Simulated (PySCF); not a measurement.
**One shape, several levels: BSiH4 (SMILES B[SiH2])**

We compute a comparison of 3 runs (UB3LYP/STO-3G, UMP2/STO-3G, UCISD/STO-3G) of BSiH4. The job is set up through a Python script.

Program for the calculation: PySCF 2.14.0.

3 further runs of the same task are left out: 1 that didn't finish, 2 set aside as unsound or not needed.

**1. The molecule**

BSiH4 has 6 atoms, charge 0, and is taken as a doublet. As SMILES, `B[SiH2]`. The B1–H4 distance was set to 1.766 Å, away from the relaxed value. At this shape a bond of the SMILES string is far longer than usual.

Bond lengths: B1–Si2 1.878 Å, B1–H3 1.178 Å, Si2–H5 1.473 Å, Si2–H6 1.473 Å. Angles: B1–Si2–H5 129.0°, B1–Si2–H6 128.8°, Si2–B1–H3 121.2°, H5–Si2–H6 102.3°. A long bond or contact: B1–H4 1.766 Å.

**2. A single-point energy at UB3LYP/STO-3G (run 1)**

job.py

```python
from pyscf import gto, dft

mol = gto.M(
    atom='''
B     -0.688297    -1.310038     0.809256
Si    -0.672952     2.217647     0.418782
H     -2.062657    -2.306074     2.248528
H      1.355784    -3.259985    -0.968522
H      0.883596     3.784929    -1.274601
H     -2.222074     4.123265     1.729345
''',
    unit='bohr',
    basis='sto-3g',
    spin=1,
    max_memory=1860,
    verbose=4,
)

mf = dft.UKS(mol)
mf.xc = 'b3lyp'
mf.conv_tol = 1e-10
mf.grids.level = 5
mf.kernel()
if not mf.converged:
    mf = mf.newton().run(mf.mo_coeff, mf.mo_occ)

etot = mf.e_tot
print('E(%s) = %.9f' % ('B3LYP', etot))
```

Launch:

```
$ OMP_NUM_THREADS=1 python job.py
```

What it wrote:

```text
PySCF version 2.14.0

[... 100 lines left out ...]
converged SCF energy = -312.89863136261  <S^2> = 0.75363377  2S+1 = 2.0036305
E(B3LYP) = -312.898631363
```

It took 4.5 s on 1 thread of Arm Neoverse V2, shared host; peak memory 0.2 GiB.

**3. The energy at UMP2/STO-3G (run 2)**

input.xyz

```xyz
6

B     -0.364231    -0.693242     0.428240
Si    -0.356111     1.173528     0.221610
H     -1.091511    -1.220322     1.189870
H      0.717450    -1.725110    -0.512520
H      0.467579     2.002898    -0.674490
H     -1.175871     2.181938     0.915130
```

calc.py

```python
from pyscf import gto, mp

mol = gto.M(
    atom='input.xyz',
    max_memory=1860,
    verbose=4,
    spin=1,
    charge=0,
    basis='sto-3g',
)

mf = mol.UHF()
mf.conv_tol = 1e-10
mf.kernel()
if not mf.converged:
    mf = mf.newton().run(mf.mo_coeff, mf.mo_occ)

pt = mp.MP2(mf, frozen=6).run()
e_final = pt.e_tot
print('E(%s) = %.9f' % ('MP2', e_final))
```

Launch:

```
$ OMP_NUM_THREADS=1 python calc.py
```

What it wrote:

```text
PySCF version 2.14.0

[... 119 lines left out ...]
SCF not converged.
SCF energy = -312.093380249919 after 50 cycles  <S^2> = 0.86110104  2S+1 = 2.1081756
[... 50 lines left out ...]
converged SCF energy = -312.096492980616  <S^2> = 0.90834283  2S+1 = 2.1525267
[... 1 line left out ...]
******** <class 'pyscf.mp.ump2.UMP2'> ********
nocc = (np.int64(6), np.int64(5)), nmo = (12, 12)
frozen orbitals 6
E(UMP2) = -312.175902281072  E_corr = -0.0794093004553602
E(SCS-UMP2) = -312.185133234406  E_corr = -0.0886402537898917
E_corr(same-spin) = -0.0076741231806236
E_corr(oppo-spin) = -0.0717351772747366
E(MP2) = -312.175902281
```

Wall time 0.78 s (1 thread of Arm Neoverse V2, shared host); peak memory 0.12 GiB.

**4. A single-point energy at UCISD/STO-3G (run 3)**

input.py

```python
from pyscf import gto, ci

mol = gto.M(
    atom=[
    ('B', (-0.364231, -0.693242, 0.428240)),
    ('Si', (-0.356111, 1.173528, 0.221610)),
    ('H', (-1.091511, -1.220322, 1.189870)),
    ('H', (0.717450, -1.725110, -0.512520)),
    ('H', (0.467579, 2.002898, -0.674490)),
    ('H', (-1.175871, 2.181938, 0.915130)),
],
    max_memory=1860,
    spin=1,
    verbose=3,
    basis='sto-3g',
)

mf = mol.UHF()
mf.conv_tol = 1e-10
mf.kernel()
if not mf.converged:
    mf = mf.newton().run(mf.mo_coeff, mf.mo_occ)

cisd = ci.CISD(mf, frozen=6)
cisd.kernel()
energy = cisd.e_tot
print('Final energy', energy)
```

Launch:

```
$ OMP_NUM_THREADS=1 python input.py
```

What it wrote:

```text
SCF not converged.
SCF energy = -312.093380249919 after 50 cycles  <S^2> = 0.86110104  2S+1 = 2.1081756
converged SCF energy = -312.096492980616  <S^2> = 0.90834283  2S+1 = 2.1525267
E(UCISD) = -312.2139686487752  E_corr = -0.1174756681588329
Final energy -312.2139686487752
```

Wall time 0.82 s (1 thread of Arm Neoverse V2, shared host); peak memory 0.12 GiB.

**5. All runs side by side**

```
run          level  integration grid  frozen core orbitals  energy (Eh)  dipole moment (D) of the reference  HOMO energy (eV)  LUMO energy (eV)  wall time
  1  UB3LYP/STO-3G                 5                     –  -312.898631                                1.86             -3.61             -0.46      4.5 s
  2    UMP2/STO-3G                 –                     6  -312.175902                                1.12             -5.93              5.15     0.78 s
  3   UCISD/STO-3G                 –                     6  -312.213969                                1.12             -5.93              5.15     0.82 s
```

**6. What came out**

```
                                                         quantity          value
                                              run 3: total energy  -312.21397 Eh
                      run 3: dipole moment (Hartree–Fock density)         1.12 D
run 3: HOMO energy (Hartree–Fock orbitals) (highest over α and β)       -5.93 eV
 run 3: LUMO energy (Hartree–Fock orbitals) (lowest over α and β)        5.15 eV
               run 3: correlation energy (6 core orbitals frozen)     -117.5 mEh
                         run 3: ⟨S²⟩ of the reference determinant          0.908
```

What this shows: In runs 1, 2, 3 the basis is minimal, so the values are rough. Spin contamination of the reference: run 2 ⟨S²⟩ = 0.91, run 3 ⟨S²⟩ = 0.91. All runs together took 6.1 s, the longest 4.5 s.
